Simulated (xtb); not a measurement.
xtb job for chloroform cation (CHCl₃), SMILES C(Cl)(Cl)Cl (connectivity only; charge and spin as stated), charge +1, multiplicity 2, GFN2-xTB. 

```
$ xtb mol.xyz --gfn 2 --sp --chrg 1 --uhf 1 --json
$ cat mol.xyz
5

Cl    -1.48638872     0.85816693    -0.07159661
C      0.00000000     0.00000000     0.36212132
Cl    -0.00000000    -1.71633385    -0.07159661
Cl     1.48638872     0.85816692    -0.07159661
H      0.00000000    -0.00000001     1.47869938
```

It prints:

```
[banner left out]
          |                Calculation Setup                |
           -------------------------------------------------



           -------------------------------------------------
          |                 G F N 2 - x T B                 |
           -------------------------------------------------

        Reference                      10.1021/acs.jctc.8b01176
      * Hamiltonian:
        H0-scaling (s, p, d)           1.850000    2.230000    2.230000
        zeta-weighting                 0.500000
      * Dispersion:
        s8                             2.700000
        a1                             0.520000
        a2                             5.000000
        s9                             5.000000
      * Repulsion:
        kExp                           1.500000    1.000000
        rExp                           1.000000
      * Coulomb:
        alpha                          2.000000
        third order                    shell-resolved
        anisotropic                    true
        a3                             3.000000
        a5                             4.000000
        cn-shift                       1.200000
        cn-exp                         4.000000
        max-rad                        5.000000


          ...................................................
          :                      SETUP                      :
          :.................................................:
          :  # basis functions                  35          :
          :  # atomic orbitals                  32          :
          :  # shells                           12          :
          :  # electrons                        25          :
          :  max. iterations                   250          :
          :  Hamiltonian                  GFN2-xTB          :
          :  restarted?                      false          :
          :  GBSA solvation                  false          :
          :  PC potential                    false          :
          :  electronic temp.          300.0000000     K    :
          :  accuracy                    1.0000000          :
          :  -> integral cutoff          0.2500000E+02      :
          :  -> integral neglect         0.1000000E-07      :
          :  -> SCF convergence          0.1000000E-05 Eh   :
          :  -> wf. convergence          0.1000000E-03 e    :
          :  Broyden damping             0.4000000          :
          :  net charge                          1          :
          :  unpaired electrons                  1          :
          ...................................................

 iter      E             dE          RMSdq      gap      omega  full diag
   1    -15.7535102 -0.157535E+02  0.495E+00    5.13       0.0  T
   2    -15.7550665 -0.155631E-02  0.270E+00    5.26       1.0  T
   3    -15.7528349  0.223159E-02  0.123E+00    5.15       1.0  T
   4    -15.7562296 -0.339469E-02  0.267E-01    5.24       1.0  T
   5    -15.7563012 -0.715528E-04  0.805E-02    5.27       1.0  T
   6    -15.7563080 -0.686124E-05  0.348E-02    5.27       1.3  T
   7    -15.7563087 -0.679079E-06  0.118E-02    5.27       3.8  T
   8    -15.7563088 -0.125194E-06  0.504E-03    5.27       8.9  T
   9    -15.7563089 -0.142305E-07  0.219E-03    5.27      20.4  T
  10    -15.7563089 -0.105510E-08  0.173E-03    5.27      25.8  T
  11    -15.7563089 -0.552010E-08  0.938E-05    5.27     476.8  T
  12    -15.7563089 -0.464340E-11  0.237E-06    5.27   18849.4  T

   *** convergence criteria satisfied after 12 iterations ***

         #    Occupation            Energy/Eh            Energy/eV
      -------------------------------------------------------------
         1        2.0000           -1.2867351             -35.0138
       ...           ...                  ...                  ...
         7        2.0000           -0.7880523             -21.4440
         8        2.0000           -0.6838188             -18.6077
         9        2.0000           -0.6838188             -18.6077
        10        2.0000           -0.6731252             -18.3167
        11        2.0000           -0.6731252             -18.3167
        12        1.9967           -0.6672218             -18.1560
        13        1.0033           -0.6563660             -17.8606 (HOMO)
        14                         -0.4628366             -12.5944 (LUMO)
        15                         -0.3896910             -10.6040
        16                         -0.3896910             -10.6040
        17                         -0.2524514              -6.8696
        18                         -0.2364020              -6.4328
       ...                                ...                  ...
        32                         -0.0820563              -2.2329
      -------------------------------------------------------------
                  HL-Gap            0.1935293 Eh            5.2662 eV
             Fermi-level           -0.6106966 Eh          -16.6179 eV

 SCC (total)                   0 d,  0 h,  0 min,  0.008 sec
 SCC setup                      ...        0 min,  0.000 sec (  1.166%)
 Dispersion                     ...        0 min,  0.000 sec (  0.376%)
 classical contributions        ...        0 min,  0.000 sec (  0.175%)
 integral evaluation            ...        0 min,  0.001 sec ( 17.162%)
 iterations                     ...        0 min,  0.004 sec ( 49.834%)
 molecular gradient             ...        0 min,  0.002 sec ( 29.717%)
 printout                       ...        0 min,  0.000 sec (  1.426%)

         :::::::::::::::::::::::::::::::::::::::::::::::::::::
         ::                     SUMMARY                     ::
         :::::::::::::::::::::::::::::::::::::::::::::::::::::
         :: total energy             -15.730381567349 Eh    ::
         :: gradient norm              0.000036113239 Eh/a0 ::
         :: HOMO-LUMO gap              5.266201641897 eV    ::
         ::.................................................::
         :: SCC energy               -15.756308334951 Eh    ::
         :: -> isotropic ES            0.125971936924 Eh    ::
         :: -> anisotropic ES         -0.007639139977 Eh    ::
         :: -> anisotropic XC         -0.001784179089 Eh    ::
         :: -> dispersion             -0.003501545611 Eh    ::
         :: repulsion energy           0.025926767602 Eh    ::
         :: add. restraining           0.000000000000 Eh    ::
         :: total charge               1.000000000018 e     ::
         :::::::::::::::::::::::::::::::::::::::::::::::::::::

           -------------------------------------------------
          |                Property Printout                |
           -------------------------------------------------

    * Orbital Energies and Occupations

         #    Occupation            Energy/Eh            Energy/eV
      -------------------------------------------------------------
         1        2.0000           -1.2867351             -35.0138
         2        2.0000           -1.2818585             -34.8811
         3        2.0000           -1.2818585             -34.8811
         4        2.0000           -0.8839600             -24.0538
         5        2.0000           -0.8025604             -21.8388
         6        2.0000           -0.7880523             -21.4440
         7        2.0000           -0.7880523             -21.4440
         8        2.0000           -0.6838188             -18.6077
         9        2.0000           -0.6838188             -18.6077
        10        2.0000           -0.6731252             -18.3167
        11        2.0000           -0.6731252             -18.3167
        12        1.9967           -0.6672218             -18.1560
Note: The following floating-point exceptions are signalling: IEEE_UNDERFLOW_FLAG IEEE_DENORMAL
normal termination of xtb
        13        1.0033           -0.6563660             -17.8606 (HOMO)
        14                         -0.4628366             -12.5944 (LUMO)
        15                         -0.3896910             -10.6040
        16                         -0.3896910             -10.6040
        17                         -0.2524514              -6.8696
        18                         -0.2364020              -6.4328
        19                         -0.2364020              -6.4328
        20                         -0.2346243              -6.3845
        21                         -0.2346243              -6.3845
        22                         -0.2339270              -6.3655
        23                         -0.2314807              -6.2989
        24                         -0.2314807              -6.2989
       ...                                ...                  ...
        32                         -0.0820563              -2.2329
      -------------------------------------------------------------
                  HL-Gap            0.1935293 Eh            5.2662 eV
             Fermi-level           -0.6106966 Eh          -16.6179 eV

     #   Z          covCN         q      C6AA      α(0)
     1  17 Cl       1.066     0.201    93.393    14.785
     2   6 C        3.586     0.128    19.121     6.342
     3  17 Cl       1.066     0.201    93.393    14.785
     4  17 Cl       1.066     0.201    93.393    14.785
     5   1 H        0.921     0.270     0.806     1.404

 Mol. C6AA /au·bohr⁶  :       1173.292918
 Mol. C8AA /au·bohr⁸  :      45736.043909
 Mol. α(0) /au        :         52.100631


Wiberg/Mayer (AO) data.
largest (>0.10) Wiberg bond orders for each atom

 ---------------------------------------------------------------------------
     #   Z sym  total        # sym  WBO       # sym  WBO       # sym  WBO
 ---------------------------------------------------------------------------
     1  17 Cl   1.469 --     2 C    1.035     3 Cl   0.200     4 Cl   0.200
     2   6 C    3.926 --     3 Cl   1.035     4 Cl   1.035     1 Cl   1.035
                             5 H    0.820
     3  17 Cl   1.469 --     2 C    1.035     4 Cl   0.200     1 Cl   0.200
     4  17 Cl   1.469 --     2 C    1.035     3 Cl   0.200     1 Cl   0.200
     5   1 H    0.918 --     2 C    0.820
 ---------------------------------------------------------------------------

Topologies differ in total number of bonds
Writing topology from bond orders to xtbtopo.mol

molecular dipole:
                 x           y           z       tot (Debye)
 q only:        0.000      -0.000       0.760
   full:        0.000      -0.000       0.395       1.003
molecular quadrupole (traceless):
                xx          xy          yy          xz          yz          zz
 q only:        0.496       0.000       0.496      -0.000      -0.000      -0.992
  q+dip:        1.203       0.000       1.203      -0.000      -0.000      -2.405
   full:        1.319       0.000       1.319      -0.000      -0.000      -2.638


           -------------------------------------------------
          | TOTAL ENERGY              -15.730381567349 Eh   |
          | GRADIENT NORM               0.000036113239 Eh/α |
          | HOMO-LUMO GAP               5.266201641897 eV   |
           -------------------------------------------------

------------------------------------------------------------------------
------------------------------------------------------------------------
 total:
 SCF:
```

The calculation finished and met its thresholds.
